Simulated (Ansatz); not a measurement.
```yaml
crystal:
  periodic: [false, false, false]
  atoms:
    - {symbol: P, position_ang: [-1.387721, 0.130230, -0.714422]}
    - {symbol: As, position_ang: [0.611536, -0.071619, 0.298776]}
    - {symbol: H, position_ang: [-1.954729, 1.070772, 0.147467]}
    - {symbol: H, position_ang: [-1.976106, -0.931538, -0.031778]}
    - {symbol: H, position_ang: [1.118827, 1.182348, -0.370079]}
basis:
  gaussian: {orbitals: def2-TZVP}
magnetization: {spin_polarized: true, initial_magnetization: 1}
hamiltonian: {xc: pbe0}
relax: {f_tol: 0.004, max_steps: 80}
```

```sh
$ ansatz run in.yaml --threads 1 --pin off --events-out ev --progress --plain --max-ram 2176MiB
```

Steps of the relaxation (energy above the last step; positions in Å, forces in eV/Å):

```
5
step 1, 54.3 meV
P    -1.388    0.130   -0.714   -0.205    0.035   -0.796
As    0.612   -0.072    0.299    0.520   -0.365    0.379
H    -1.955    1.071    0.147   -0.184    0.506    0.272
H    -1.976   -0.932   -0.032   -0.247   -0.505    0.235
H     1.119    1.182   -0.370    0.115    0.329   -0.090
```

```
5
step 2, 14.6 meV
P    -1.411    0.106   -0.711    0.050    0.108   -0.330
As    0.649   -0.082    0.281    0.108   -0.143    0.079
H    -1.951    1.104    0.134   -0.049    0.102    0.079
H    -2.018   -0.965   -0.025   -0.029   -0.124    0.172
H     1.143    1.217   -0.349   -0.080    0.057    0.000
```

```
5
step 3, 12.1 meV
P    -1.401    0.099   -0.729    0.060   -0.118    0.123
As    0.676   -0.137    0.265   -0.127    0.310   -0.244
H    -1.905    1.136    0.111    0.054   -0.098   -0.033
H    -2.005   -0.958    0.002   -0.064    0.072   -0.005
H     1.047    1.239   -0.318    0.078   -0.166    0.159
```

```
5
step 7, 0.1 meV
P    -1.412    0.068   -0.739   -0.043   -0.025    0.023
As    0.679   -0.147    0.194    0.018    0.006    0.004
H    -1.877    1.135    0.075    0.001    0.000   -0.006
H    -2.024   -0.944    0.048    0.022    0.027   -0.026
H     1.045    1.269   -0.248    0.002   -0.008    0.003
```

```
5
step 9, 0.0 meV
P    -1.414    0.068   -0.739    0.000    0.002    0.001
As    0.679   -0.147    0.194    0.000   -0.001    0.000
H    -1.879    1.135    0.075    0.000   -0.002   -0.001
H    -2.022   -0.944    0.048    0.000    0.000    0.000
H     1.047    1.268   -0.248    0.000    0.000    0.000
```

Close pairs at the end: P1–H4 1.419 Å, P1–H3 1.420 Å, As2–H5 1.528 Å, P1–As2 2.302 Å.

A stationary point of unrestricted PBE0 after 9 steps, with ⟨S²⟩ = 0.755 against 0.75 for a pure state; no frequencies were run, so it isn't proven a minimum. 38 s on 1 thread of Intel Xeon Platinum 8488C, shared host.
